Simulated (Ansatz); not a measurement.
**CH5AlSi (SMILES C=[SiH][AlH2]): functionals against CCSD(T) at one geometry**

An exercise on one series of results from a longer session: the logs are not shown, and one member is left open.

The runs use Ansatz 0.2.0, Gaussian basis; single points in def2-TZVPP.

Correlated methods freeze the cores.

**The starting structure**

SMILES `C=[SiH][AlH2]`, 8 atoms, charge 0, spin multiplicity 1.

Atoms are counted from 1 here; the program's logs count them from 0.

Bond lengths: C1–Si2 1.746 Å, C1–H4 1.080 Å, C1–H5 1.017 Å, Si2–Al3 2.452 Å, Si2–H6 1.490 Å, Al3–H7 1.627 Å, Al3–H8 1.630 Å. Angles: Si2–C1–H4 117.9°, Si2–C1–H5 123.8°, H4–C1–H5 118.0°, C1–Si2–Al3 129.2°, C1–Si2–H6 115.1°, Al3–Si2–H6 115.3°, Si2–Al3–H7 119.3°, Si2–Al3–H8 130.7°, H7–Al3–H8 109.3°.

Geometry (Å):

```
C    -1.3354    0.9042   -0.9923
Si   -0.0044    0.6885    0.1178
Al    1.1615   -1.3713    0.7589
H    -1.8467    1.8554   -0.9886
H    -1.7153    0.1595   -1.5722
H     0.5951    1.9494    0.6385
H     2.5404   -1.2729    1.6175
H     0.9233   -2.9160    0.2948
```

The first run:

run/in.yaml reads:

```yaml
crystal:
  periodic: [false, false, false]
  atoms:
    - {symbol: C, position_ang: [-1.335384, 0.904191, -0.992280]}
    - {symbol: Si, position_ang: [-0.004448, 0.688478, 0.117813]}
    - {symbol: Al, position_ang: [1.161511, -1.371277, 0.758889]}
    - {symbol: H, position_ang: [-1.846685, 1.855419, -0.988603]}
    - {symbol: H, position_ang: [-1.715285, 0.159535, -1.572240]}
    - {symbol: H, position_ang: [0.595097, 1.949356, 0.638546]}
    - {symbol: H, position_ang: [2.540379, -1.272908, 1.617474]}
    - {symbol: H, position_ang: [0.923326, -2.916034, 0.294753]}
basis:
  gaussian: {orbitals: def2-TZVPP}
hamiltonian: {xc: pbe, dispersion: d4}
output: {forces: true}
```

Started as:

```bash
ansatz run in.yaml --threads 2 --pin off --events-out ev --progress --plain --max-ram 3481MiB
```

Steps of the session up to this table: PBE-D4/def2-TZVPP; r2SCAN-D4/def2-TZVPP; PBE0-D4/def2-TZVPP; wB97M-V/def2-TZVPP; CCSD(T)/def2-TZVPP.

One of the session's tables, all rows but one given; the rest of the session is left out.

| method | RMS force component (eV/Å) | angle to CCSD(T) forces (°) | dipole (D) |
| --- | --- | --- | --- |
| PBE-D4 | ? | ? | ? |
| r2SCAN-D4 | 0.928 | 7.5 | 0.63 |
| PBE0-D4 | 0.954 | 10.4 | 0.54 |
| wB97M-V | 0.982 | 13.6 | 0.54 |
| CCSD(T) | 0.890 | reference | 0.57 |

**Question.** Estimate the row for PBE-D4.

As computed: RMS force component (eV/Å): 0.935; angle to CCSD(T) forces (°): 8.2; dipole (D): 0.61. In the column «RMS force component (eV/Å)» it lies between r2SCAN-D4 (0.928) and PBE0-D4 (0.954).

Limits of these values: CCSD(T) in triple zeta still lacks some correlation energy of the bonds, so part of these gaps is its own basis error and they don't rank the functionals.
